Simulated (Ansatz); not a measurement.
## C₂H₃F₂N, SMILES N=CC(F)F: a geometry optimisation

Run with Ansatz's Python interface.

`opt_c2h3f2n.py`:
```python
"""Geometry optimisation of C2H3F2N."""

import warnings

import ansatz as az
from ase import Atoms
import numpy as np


def main() -> None:
    warnings.simplefilter("ignore", az.DeckWarning)

    atoms = Atoms(["N", "C", "C", "F", "F", "H", "H", "H"], positions=[
        (-1.2419, 0.908, 0.2723),
        (-0.163, 0.5027, -0.1904),
        (0.3832, -0.8338, 0.1751),
        (0.6845, -1.5997, -0.9173),
        (1.6435, -0.7013, 0.7478),
        (-1.4767, 1.9001, -0.1346),
        (0.4656, 1.1159, -0.8844),
        (-0.2029, -1.349, 0.8756),
    ])
    c2h3f2n = az.Crystal.molecule_from_ase(atoms)

    setup = (
        c2h3f2n.calculation()
        .basis(gaussian="cc-pVDZ")
        .functional("b3lyp")
    )
    symbols = [site.symbol for site in c2h3f2n.cartesian_sites]
    start = np.array([site.position_ang for site in c2h3f2n.cartesian_sites], dtype=float)
    def progress(event):
        if event["event"] == "relax_step":
            row = event["data"]
            print(f"step {row['step']:3d}  E = {row['lagrangian_ev']:.6f} eV  max force {row['allowed_force_max_ev_ang']:.4f} eV/A")


    rep = setup.relax(force_tolerance=0.02).session().plan().execute(on_event=progress).report
    end = np.array(rep["positions_ang"])

    print(f"E = {rep['free_energy_ev']:.6f} eV = {rep['free_energy_ev'] / 27.211386246:.7f} Ha")
    print("converged:", rep["converged"], " doubts:", rep["published_state_doubts"] or "none")

    print("bond        before    after (A)")
    for i, j in [(0, 1), (0, 5), (1, 2), (1, 6), (2, 3), (2, 4), (2, 7)]:
        d0, d1 = (np.linalg.norm(xyz[i] - xyz[j]) for xyz in (start, end))
        print(f"{symbols[i]}{i}-{symbols[j]}{j}".ljust(10), f"{d0:8.4f} {d1:8.4f}")
    with open("c2h3f2n_opt.xyz", "w") as handle:
        handle.write(f"{len(symbols)}\nrelaxed C2H3F2N\n")
        handle.writelines(f"{s:2s} {x:11.6f} {y:11.6f} {z:11.6f}\n" for s, (x, y, z) in zip(symbols, end))


if __name__ == "__main__":
    main()
```

```console
$ python opt_c2h3f2n.py
step   1  E = -9045.814358 eV  max force 2.7639 eV/A
step   2  E = -9046.060517 eV  max force 0.9434 eV/A
step   3  E = -9046.076194 eV  max force 0.7038 eV/A
step   4  E = -9046.084633 eV  max force 0.3311 eV/A
step   5  E = -9046.092081 eV  max force 0.2749 eV/A
step   6  E = -9046.100227 eV  max force 0.0732 eV/A
step   7  E = -9046.101449 eV  max force 0.0283 eV/A
step   8  E = -9046.101505 eV  max force 0.0081 eV/A
E = -9046.101683 eV = -332.4381052 Ha
converged: True  doubts: none
bond        before    after (A)
N0-C1        1.2419   1.2698
N0-H5        1.0977   1.0296
C1-C2        1.4893   1.5069
C1-H6        1.1193   1.1062
C2-F3        1.3677   1.3692
C2-F4        1.3906   1.3693
C2-H7        1.0486   1.1009
```

File `c2h3f2n_opt.xyz` afterwards:
```text
8
relaxed C2H3F2N
N    -1.242585    0.899709    0.261788
C    -0.126000    0.524936   -0.212611
C     0.421848   -0.821267    0.185137
F     0.616589   -1.579205   -0.938433
F     1.646024   -0.654310    0.775554
H    -1.491424    1.833634   -0.093108
H     0.518215    1.091952   -0.910638
H    -0.250366   -1.352548    0.876411
```

What to keep in mind:
- Total energies depend on the basis set; only differences at equal settings carry meaning.
- The end point is the stationary point reached from this start; no frequency run checks that it is a minimum, and the basis set is modest.
- b3lyp holds the VWN-RPA fit, as in Gaussian; the form of ORCA and Turbomole is b3lyp5.
- Run time: 30 s on 1 thread of Arm Neoverse V1, with other jobs on the host, peak memory 0.23 GiB.

(Lines on the test bed's own set-up are left out of the output.)
